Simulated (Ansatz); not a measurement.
**C₂H₂S: geometry and frequencies at several levels**

One table from this session's results is given with a row withheld; the runs are named, their logs left out.

Method: the levels named in each step, in Ansatz 0.2.0.

**The structure to begin with**

Bond lengths: C1–C2 1.200 Å, C2–S3 1.694 Å, C1–H4 1.049 Å, S3–H5 1.337 Å. Angles: C1–C2–S3 176.4°, C2–C1–H4 178.1°, C2–S3–H5 94.6°.

As a file:

```xyz
5

C    -1.8387    0.2459   -0.2989
C    -0.6635    0.1108   -0.0984
S     0.9892   -0.1769    0.1391
H    -2.8648    0.3933   -0.4572
H     1.2115    0.9825    0.7668
```

Set-up of the first run:

Input file input.yaml:

```yaml
crystal:
  periodic: [false, false, false]
  atoms:
    - { symbol: C, position_ang: [-1.83869, 0.24589, -0.29889] }
    - { symbol: C, position_ang: [-0.66349, 0.11084, -0.09838] }
    - { symbol: S, position_ang: [0.98922, -0.17687, 0.13908] }
    - { symbol: H, position_ang: [-2.86481, 0.39329, -0.45716] }
    - { symbol: H, position_ang: [1.21151, 0.98245, 0.76679] }
basis:
  gaussian: { orbitals: def2-SVP }
hamiltonian:
  xc: pbe
  dispersion: d4
relax:
  f_tol: 0.03
  max_steps: 200
```

On the command line:

```console
$ ansatz run input.yaml --threads 2 --pin off --max-ram 5120MiB --backend cpu --events-out ev --progress --plain --runs-dir out
```

Among the steps run: A rough first relaxation, PBE-D4/def2-SVP; Relaxation, PBE0-D4/def2-TZVPP; Frequencies, PBE0-D4/def2-TZVPP; Relaxation, PBE-D4/def2-TZVPP; Frequencies, PBE-D4/def2-TZVPP; Relaxation, r2SCAN-D4/def2-TZVPP; Frequencies, r2SCAN-D4/def2-TZVPP; Relaxation, B3LYP-D4/def2-TZVPP; Frequencies, B3LYP-D4/def2-TZVPP; Relaxation, B2PLYP/def2-TZVPP.

One table of the session follows, with a row left open; its other results are not shown here.

It belongs to the step «Geometries side by side». 

```
               level  C1–C2 (Å)  C2–S3 (Å)  dipole (D)  highest frequency (cm⁻¹)
  PBE0-D4/def2-TZVPP          ?          ?           ?                         ?
   PBE-D4/def2-TZVPP     1.2159     1.6842        0.80                      3403
r2SCAN-D4/def2-TZVPP     1.2073     1.6768        0.83                      3475
 B3LYP-D4/def2-TZVPP     1.2033     1.6871        0.80                      3473
   B2PLYP/def2-TZVPP     1.2088     1.6888        0.82                         -
```

Q: Estimate the row for PBE0-D4/def2-TZVPP from the others.

The run gave: C1–C2 (Å): 1.2035; C2–S3 (Å): 1.6795; dipole (D): 0.84; highest frequency (cm⁻¹): 3483. In the column «C1–C2 (Å)» it lies between B3LYP-D4/def2-TZVPP (1.2033) and r2SCAN-D4/def2-TZVPP (1.2073).
